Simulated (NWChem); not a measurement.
Molecule: nitrogen (N₂); SMILES N#N

Program: NWChem. Pople sets run with spherical d functions. Coordinates come from a PBE0-D3(BJ)/def2-TZVP optimisation. B3LYP is NWChem's, with the RPA form of VWN correlation. Vertical excitations in the gas phase; the lowest state need not have the same character in each row.

For level Hartree-Fock/6-31+G*, CIS:

```yaml
lowest excitation, singlet (eV): 8.70
orbital gap (eV): 20.45
```

### Question
What are these values for level B3LYP/6-31+G*, TDA?

### Answer
lowest excitation, singlet (eV): 9.49
orbital gap (eV): 11.03
